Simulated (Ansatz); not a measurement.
Input file for Ansatz (a first-principles code): U-PBE/def2-TZVPPD on H (SMILES [H]), 2S+1 = 2. Files ending in .json are basis or fitting sets from the Basis Set Exchange.

Ansatz 0.2 input:
```yaml
crystal:
  periodic: [false, false, false]
  atoms:
    - {symbol: H, position_ang: [0.00000000, 0.00000000, 0.00000000]}
basis:
  gaussian:
    orbitals: def2-TZVPPD.json
hamiltonian:
  xc: {name: PBE}
magnetization: {spin_polarized: true, initial_magnetization: 1}
```

The log:

```
WARN ansatz: RAYON_NUM_THREADS=2 ignored (pool sized by the plan → 2); use --threads N
Functional definition: PBE
integrals: 0.00 GiB planned
59 factors; their error is unknown
mean field: 0.04 GiB planned
mean field evaluation 1: about -13.5909 eV, gradient 5.6e-1 eV
mean field evaluation 2: about -13.5954 eV, gradient 8.9e-2 eV
mean field evaluation 4: about -13.5952 eV, gradient 7.4e-4 eV
mean field evaluation 8: about -13.5952 eV, gradient 8.1e-6 eV
mean field -13.59521450 eV, -0.4996149176 hartree, gradient 8.1e-6 eV, S^2 0.750000; 0 other end points of the search recorded, 0 dependent functions left out
reference -13.59523485 eV, -0.4996156654 hartree; 1, 0 occupied and 16, 17 virtual orbitals, 59 factors
Total energy: -13.59523485 eV, -0.4996156654 hartree
```

The run converged.

Cost: about 0.10 core-seconds (a rough figure).
